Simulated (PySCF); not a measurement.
PF2PH2, F2H2P2.
Structure used (PBE0-D3(BJ)/def2-SVP), in Å, numbered top down from 1:
```
atom  x, y, z in Å
F1    -1.3497   -1.0939   -1.0236
P2    -0.8966    0.3515   -0.4659
F3    -1.7787    0.3880    0.8853
P4     0.9958   -0.3516    0.5014
H5     1.3726    0.9945    0.8121
H6     1.6813   -0.3181   -0.7550
```

The closed-shell ground state was solved at several levels (PySCF, density fitting, gas phase, non-relativistic).

```csv
level,basis functions,HOMO (eV),LUMO (eV),gap (eV),dipole (D)
PBE0/STO-3G,30,-3.17,4.83,8.00,1.10
BHandHLYP/pcSseg-2,186,-8.42,0.04,8.46,2.23
B97-2/pcSseg-2,186,-7.17,-0.88,6.29,2.04
CAM-B3LYP/pcSseg-2,186,-8.65,0.16,8.81,2.16
PBE0/6-31G,48,-7.51,-0.88,6.63,3.07
wB97X-D/pcSseg-2,186,-9.18,0.87,10.05,2.09
"PBE0/6-311+G(2d,p)",136,-7.42,-0.94,6.48,2.03
```

(1) What might PBE0/6-31G* (68 basis functions) give for the same quantities?

(2) Over all these levels, which gives the widest orbital gap and which the narrowest?

(3) How much does the basis alone move the frontier levels among the 4 PBE0 rows (the withheld one included)?

(4) How far do the dipole and the HOMO energy spread over the levels?

Answers

(1) HOMO -7.17 eV, LUMO -0.54 eV, gap 6.63 eV, dipole 2.00 D.

(2) wB97X-D/pcSseg-2 (range-separated hybrid) has the widest, 10.05 eV, and B97-2/pcSseg-2 (global hybrid, 21 % exact exchange) the narrowest, 6.29 eV. The two share the basis. From the narrowest to the widest the HOMO moves by -2.01 eV and the LUMO by +1.75 eV.

(3) The HOMO by 4.34 eV and the LUMO by 5.77 eV. By rising basis size (HOMO, LUMO in eV): STO-3G -3.17, 4.83; 6-31G -7.51, -0.88; 6-31G* -7.17, -0.54; 6-311+G(2d,p) -7.42, -0.94.

(4) The dipole runs from 1.10 to 3.07 D (mean 2.09 D) and the HOMO from -9.18 to -3.17 eV.

One conformer stands for the species.
